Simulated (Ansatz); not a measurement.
Geometry optimisation, Ansatz, UKS PBE/def2-SVP.

Input:

```yaml
crystal:
  periodic: [false, false, false]
  atoms:
    - { symbol: H, position_ang: [-0.4737, -0.0449, 0.2376] }
    - { symbol: C, position_ang: [0.7655, -0.454, 0.7289] }
    - { symbol: C, position_ang: [1.7986, -0.3858, -0.0628] }
    - { symbol: C, position_ang: [-1.6596, 0.4391, -0.3173] }
    - { symbol: F, position_ang: [-1.3131, 1.5614, -0.9947] }
    - { symbol: H, position_ang: [0.7244, -0.7869, 1.7497] }
    - { symbol: H, position_ang: [2.7945, -0.6798, 0.2481] }
    - { symbol: H, position_ang: [1.725, -0.0249, -1.0762] }
    - { symbol: H, position_ang: [-2.0275, -0.3122, -1.0091] }
    - { symbol: H, position_ang: [-2.3341, 0.688, 0.4957] }
magnetization:
  spin_polarized: true
  initial_magnetization: 1
basis:
  gaussian: { orbitals: def2-SVP }
hamiltonian:
  xc: pbe
relax:
  f_tol: 0.15
  max_steps: 25
  restrain:
    - { distance: [0, 3], at: 2.37, k: 30.0 }
    - { distance: [1, 0], at: 1.07, k: 30.0 }
```

Command:

```bash
$ ansatz run input.yaml --threads 2 --pin off --max-ram 3072MiB --backend cpu --events-out ev --progress --plain --runs-dir out
```

Where does it end, and by what steps?

The forces met the threshold. The restraints hold the end off the free minimum. After 8 steps the energy has fallen by 0.658 eV (the restraints' own energy left out); H1 moved furthest, 0.59 Å. Joined: H1–C2.

```json
{"step": "0", "energy less start (eV)": "0.0000", "largest force component (eV/Å)": "2.134", "accepted": "yes"}
{"step": "1", "energy less start (eV)": "-0.3494", "largest force component (eV/Å)": "2.196", "accepted": "yes"}
{"step": "2", "energy less start (eV)": "-0.3102", "largest force component (eV/Å)": "3.920", "accepted": "yes"}
{"step": "3", "energy less start (eV)": "-0.5364", "largest force component (eV/Å)": "0.731", "accepted": "yes"}
{"step": "4", "energy less start (eV)": "-0.6101", "largest force component (eV/Å)": "0.389", "accepted": "yes"}
{"step": "5", "energy less start (eV)": "-0.6251", "largest force component (eV/Å)": "0.509", "accepted": "yes"}
{"step": "6", "energy less start (eV)": "-0.6407", "largest force component (eV/Å)": "0.806", "accepted": "yes"}
{"step": "7", "energy less start (eV)": "-0.6516", "largest force component (eV/Å)": "0.696", "accepted": "yes"}
{"step": "8", "energy less start (eV)": "-0.6576", "largest force component (eV/Å)": "0.631", "accepted": "yes"}
```

```xyz
10
Properties=species:S:1:pos:R:3
H -0.251 -0.231 0.754
C 0.788 -0.528 0.891
C 1.697 -0.319 -0.075
C -1.990 0.618 -0.629
F -1.016 1.412 -1.101
H 1.059 -1.007 1.850
H 2.752 -0.621 0.041
H 1.413 0.172 -1.022
H -2.031 -0.395 -1.059
H -2.421 0.898 0.349
```

Run time: 18 s on 2 threads of Arm Neoverse V1, on a shared host, peak memory 0.13 GiB.
